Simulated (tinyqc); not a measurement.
ROHF in the sto-3g basis, for LiH+, spin multiplicity 2, step by step. One step of it, computed by the program tinyqc.

Question. Iteration 2: diagonalisation and new density. Diagonalise F' = X^T F X, C = X C', fill 2 alpha and 1 beta electrons from the bottom; D(s) = C_occ C_occ^T. Each column has its largest component positive (the first on a tie).

effective F (hartree), lower triangle:
```
            1Li 1s     1Li 2s    1Li 2px    1Li 2py    1Li 2pz      2H 1s
1Li 1s   -2.674293
1Li 2s   -0.694589  -0.367557
1Li 2px  -0.007845  -0.000539  -0.081769
1Li 2py  -0.012677  -0.012446  -0.000291  -0.078335
1Li 2pz  -0.009224  -0.065463  -0.000036  -0.000497  -0.173441
2H 1s    -0.108354  -0.256143  -0.000385   0.008075  -0.314922  -0.477010
```

X:
```
                 1          2         3          4          5         6
1Li 1s    0.231240   0.780617  0.000000   0.000000   0.605753  0.186947
1Li 2s   -0.695129  -0.610591  0.000000   0.000000   0.477676  0.374324
1Li 2px   0.000000   0.000000  0.999648  -0.026516   0.000000  0.000000
1Li 2py   0.000000   0.000000  0.026516   0.999648   0.000000  0.000000
1Li 2pz  -0.826217   0.470808  0.000000   0.000000  -0.467054  0.411595
2H 1s     1.040302  -0.207593  0.000000   0.000000  -0.186404  0.535461
```

Give: F' = X^T F X; orbital energies; coefficients C; D(alpha) after iteration 2; D(beta) after iteration 2.

Answer.

F' = X^T F X (hartree), lower triangle:
```
         1        2        3        4        5        6
1   0.0561
2  -0.1652  -1.1009
3  -0.0014  -0.0058  -0.0818
4   0.0146  -0.0041  -0.0002  -0.0783
5  -0.1206  -1.1497  -0.0053  -0.0148  -1.4719
6  -0.1915  -0.3993  -0.0020  -0.0029  -0.4862  -0.6931
```

orbital energies (hartree): MO1 -2.6755, MO2 -0.5158, MO3 -0.1336, MO4 -0.0818, MO5 -0.0775, MO6 0.1143

coefficients C:
```
             MO1      MO2      MO3      MO4      MO5      MO6
1Li 1s    0.9945  -0.0923  -0.2287  -0.0059   0.0257  -0.1189
1Li 2s    0.0220   0.2208   0.9047   0.0094  -0.1135   0.5863
1Li 2px   0.0030  -0.0007  -0.0257   0.9948  -0.0984   0.0048
1Li 2py   0.0050  -0.0107   0.1695   0.1014   0.9777  -0.0701
1Li 2pz   0.0049   0.2320  -0.4491  -0.0012   0.1526   1.0065
2H 1s    -0.0020   0.7910  -0.1543  -0.0019  -0.0283  -0.8925
```

D(alpha) after iteration 2, lower triangle:
```
          1Li 1s   1Li 2s  1Li 2px  1Li 2py  1Li 2pz   2H 1s
1Li 1s    0.9976
1Li 2s    0.0015   0.0492
1Li 2px   0.0031  -0.0001   0.0000
1Li 2py   0.0059  -0.0023   0.0000   0.0001
1Li 2pz  -0.0165   0.0513  -0.0001  -0.0025   0.0539
2H 1s    -0.0750   0.1746  -0.0005  -0.0085   0.1835  0.6257
```

D(beta) after iteration 2, lower triangle:
```
          1Li 1s  1Li 2s  1Li 2px  1Li 2py  1Li 2pz   2H 1s
1Li 1s    0.9891
1Li 2s    0.0219  0.0005
1Li 2px   0.0030  0.0001   0.0000
1Li 2py   0.0049  0.0001   0.0000   0.0000
1Li 2pz   0.0049  0.0001   0.0000   0.0000   0.0000
2H 1s    -0.0020  0.0000   0.0000   0.0000   0.0000  0.0000
```
